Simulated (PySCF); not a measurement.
C3H7S (doublet state).
Structure used (GFN2-xTB), in Å, numbered top down from 1:
```
atom  x, y, z in Å
C1    -1.2341   -0.3238    0.4110
C2     0.0531   -0.4285   -0.4246
C3     0.8684    0.8075   -0.3755
S4     1.8884    1.1598    0.9663
H5    -1.7904   -1.2567    0.3608
H6    -0.9923   -0.1164    1.4512
H7    -1.8636    0.4797    0.0359
H8    -0.2201   -0.6250   -1.4648
H9     0.6424   -1.2760   -0.0596
H10    0.5368    1.6911   -0.8916
H11    2.1168   -0.1093    1.3197
```

The hyperfine couplings belong to this conformer and change with its torsions.

As a line formula: `CC[CH]S` [radical].

Computed with UKS B3LYP, pcH-1 on C H S, non-relativistic, mean-field spin-orbit, GIAO (PySCF). Isolated species at its GFN2-xTB geometry (one conformer only). The geometry wasn't refined by DFT: couplings that depend on bond lengths, twists or pyramidal angles can differ widely from those at the functional's own minimum. Stability of the SCF solution: not tested.

The Mulliken spin populations are largest on C3 (+0.86) and S4 (+0.16). The angles at C3 add up to 354.3°, so it is nearly planar; its axial dipolar tensor and the negative coupling of its proton fit spin in a p orbital normal to that plane.

(1) How do the β-proton couplings of this frozen conformer go with θ, the angle between the C–H bond and the normal to the plane of the spin centre's three neighbours, both seen down the bond from centre to carbon?

Results:

(1) 
| β H | on | centre | θ (°) | cos²θ | a (G) |
| --- | --- | --- | --- | --- | --- |
| H8 | C2 | C3 | 58 | 0.28 | +10.00 |
| H9 | C2 | C3 | 60 | 0.25 | +7.31 |

Couplings in gauss use g_iso = 2.0043.
